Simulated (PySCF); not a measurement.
**Sulfur: a sound run and one with changed settings**

Sound run: S [Ne] 3s2 3p4, S⁺ [Ne] 3s2 3p3. All numbers are calculated (PySCF 2.14, the non-relativistic Hamiltonian (point nucleus), in pcseg-2 (5s4p2d1f, 34 functions)). The sound run starts from symmetry-adapted Hartree-Fock orbitals and uses a fine grid where one is needed.

Changed run: initial guess atom, at most 50 SCF cycles, level shift 10.0 hartree.

| species | method | sound run (hartree) | changed run (hartree) | converged |
| --- | --- | --- | --- | --- |
| S | UHF | -397.50176 | -397.50176 | no |
| S | M06-L | -398.10733 | -398.10729 | no |
| S | M06-2X | -398.10198 | -398.10197 | no |
| S⁺ | UHF | -397.16238 | -397.16237 | no |
| S⁺ | M06-L | -397.73191 | -397.73181 | no |
| S⁺ | M06-2X | -397.71897 | -397.71894 | no |

A level shift slows the SCF but leaves a converged energy unchanged.
